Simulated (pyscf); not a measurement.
Optimised with ωB97X-D3(BJ)/def2-SVP in PySCF. Correlated levels are frozen-core, on RHF or UHF. ΔMP2 is the change of the MP2 total energy from the triple- to the quadruple-zeta basis.

### Question
For H₃C–In (SMILES [CH3][In]) [singlet] + HCl (SMILES Cl) -> H₃C–InH–Cl (SMILES [CH3][InH][Cl]), an insertion (singlet surface; Cl–H broken, Cl–In, H–In formed), PBE/def2-TZVP gives ΔE‡ = 6.0 kcal/mol and ΔE = -27.9 kcal/mol (zero: the separated reactants). In which direction and how far do r²SCAN/def2-TZVP, B3LYP-D3(BJ)/def2-TZVP, CCSD(T)/def2-TZVPP + ΔMP2(QZVPP) move these?

### Answer
r²SCAN: ΔE‡ = 5.7 kcal/mol, ΔE = -33.3 kcal/mol; B3LYP-D3(BJ): ΔE‡ = 12.3 kcal/mol, ΔE = -27.2 kcal/mol; CCSD(T): ΔE‡ = 14.7 kcal/mol, ΔE = -29.8 kcal/mol. PBE's barrier lies among them. Its reaction energy lies among theirs. On the reactant side the descent ends in a complex, 4.6 kcal/mol under the separated species and 17.9 kcal/mol under the saddle at ωB97X-D3(BJ)/def2-TZVP. The same reactants have a lower exit, to Cl–In [singlet] + CH₄ (barrier -1.6 kcal/mol at ωB97M-D3(BJ)/def2-TZVP, against +16.4 kcal/mol here). One saddle was located; it need not be the lowest between these sides. The CCSD(T) − MP2 part came from Ansatz, without density fitting, on the same reference. The frozen core leaves the outer d or s,p core shells of the metals and heavy elements correlated in the MP2 and CC values, and def2-TZVPP describes them poorly, which can shift differences by a few kcal/mol. Elements past Kr carry the def2 core potentials, without spin-orbit coupling.
